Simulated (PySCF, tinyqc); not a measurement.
CID on RHF in the sto-3g basis, frozen core, for HF, spin multiplicity 1, step by step. The lowest restricted solution is unstable here: a spin-polarised one lies 0.0537 hartree lower (PySCF). One step of it, computed by the program tinyqc.

Problem. CID: determinants and Hamiltonian. Slater-Condon rules over spin orbitals, with the nuclear repulsion and the energy of the frozen orbital added and E(HF) subtracted on the diagonal. Only determinants linked to the reference directly or through others are kept (one block of an abelian symmetry group), so some states are absent.

one-electron integrals dressed by the frozen orbital, h + 2 (pq|11) - (p1|1q) (hartree), order 2, 3, 4, 5, 6:
$$\begin{pmatrix}
-6.696519 & 0.000000 & 0.000000 & 0.211875 & 0.353919 \\
0.000000 & -6.047685 & 0.000000 & 0.000000 & 0.000000 \\
0.000000 & 0.000000 & -6.047685 & 0.000000 & 0.000000 \\
0.211875 & 0.000000 & 0.000000 & -4.721452 & 1.586704 \\
0.353919 & 0.000000 & 0.000000 & 1.586704 & -4.234269
\end{pmatrix}$$

energy of the frozen orbital, 2 h_11 + (11|11) = -75.36264995 hartree

Two-electron integrals over orbitals (pq|rs), unique and non-zero (hartree); the lowest 1 orbital is frozen and left out:
```
(22|22) 0.884766    (32|32) 0.192457    (33|22) 0.902560    (33|33) 0.997514
(42|42) 0.192457    (43|43) 0.053770    (44|22) 0.902560    (44|33) 0.889973
(44|44) 0.997514    (52|22) -0.042442   (52|33) -0.050736   (52|44) -0.050736
(52|52) 0.119419    (53|32) -0.018978   (53|53) 0.030955    (54|42) -0.018978
(54|54) 0.030955    (55|22) 0.652208    (55|33) 0.638197    (55|44) 0.638197
(55|52) -0.004447   (55|55) 0.632410    (62|22) -0.058480   (62|33) -0.059135
(62|44) -0.059135   (62|52) -0.087910   (62|55) -0.018156   (62|62) 0.091452
(63|32) -0.019713   (63|53) -0.024805   (63|63) 0.027753    (64|42) -0.019713
(64|54) -0.024805   (64|64) 0.027753    (65|22) -0.273632   (65|33) -0.273858
(65|44) -0.273858   (65|52) 0.062013    (65|55) -0.081530   (65|62) 0.023584
(65|65) 0.261939    (66|22) 0.613746    (66|33) 0.601282    (66|44) 0.601282
(66|52) 0.032460    (66|55) 0.622839    (66|62) -0.042412   (66|65) -0.031902
(66|66) 0.641893
```

nuclear repulsion = 3.20282105 hartree

Hartree-Fock energy = -98.41956341 hartree

Give: determinants; H - E(HF) between determinants.

Solution.

Occupation strings over the orbitals (2 doubly, a alpha, b beta, 0 empty; spin orbitals ordered 1a 1b 2a 2b ...): 222220 222202 2a22b2 222022 220222 2b22a2 202222

H - E(HF) between determinants (hartree), order 222220, 222202, 2a22b2, 222022, 220222, 2b22a2, 202222:
$$\begin{pmatrix}
0.0000 & 0.2619 & -0.0236 & 0.0278 & 0.0278 & 0.0236 & 0.0915 \\
0.2619 & 0.6034 & 0.0458 & 0.0310 & 0.0310 & -0.0458 & 0.1194 \\
-0.0236 & 0.0458 & 1.4592 & 0.0190 & 0.0190 & -0.1194 & 0.0838 \\
0.0278 & 0.0310 & 0.0190 & 0.6918 & 0.0538 & -0.0190 & 0.1925 \\
0.0278 & 0.0310 & 0.0190 & 0.0538 & 0.6918 & -0.0190 & 0.1925 \\
0.0236 & -0.0458 & -0.1194 & -0.0190 & -0.0190 & 1.4592 & -0.0838 \\
0.0915 & 0.1194 & 0.0838 & 0.1925 & 0.1925 & -0.0838 & 2.5277
\end{pmatrix}$$
